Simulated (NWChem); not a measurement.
## Spin states of H2Si (+1)

```xyz
3

Si     0.0000     0.0000     0.0947
H      1.3103     0.0000    -0.6631
H     -1.3103     0.0000    -0.6631
```
Charge +1, spin multiplicity 2.

All runs are NWChem calculations. All single points use one geometry, from UPBE/def2-SVP, a minimum by its harmonic frequencies.

Basis set: def2-TZVP. The gap is E(quartet) − E(doublet) at the geometry of the doublet, so a negative value puts the higher spin lower. Open shells are unrestricted, coupled cluster uses restricted open-shell references. The quartet is the single determinant that the SCF runs reached, with unpaired electrons in orbitals of symmetry a1 and b1 and b2 (C2v labels); it need not be the lowest quartet, which in molecules with degenerate π orbitals can need several determinants.

The correlated methods keep 5 core orbitals frozen. B3LYP has NWChem's definition, with VWN1-RPA local correlation. This spin state was chosen for the runs; another may lie lower. The structure started from a generated list of species. The unpaired electrons of the parent sit in orbitals of symmetry a1 (C2v labels of the run); other states weren't searched. No SCF solution was tested for a lower state. Open-shell Hartree-Fock references start from PBE0 orbitals. Coupled-cluster values serve here as a point of comparison, not as the truth.

```
method     vertical doublet-quartet gap (kcal/mol)
---------  ---------------------------------------
B3LYP                                        105.7
PBE                                     (withheld)
M06-2X                                       106.9
B2PLYP                                       105.4
HF                                      (withheld)
CAM-B3LYP                                    106.2
MP2                                          103.5
CCSD(T)                                      102.3
```

Problem. What belongs in the gaps?

Solution. 
- PBE, vertical doublet-quartet gap (kcal/mol): 99.5
- HF, vertical doublet-quartet gap (kcal/mol): 97.7
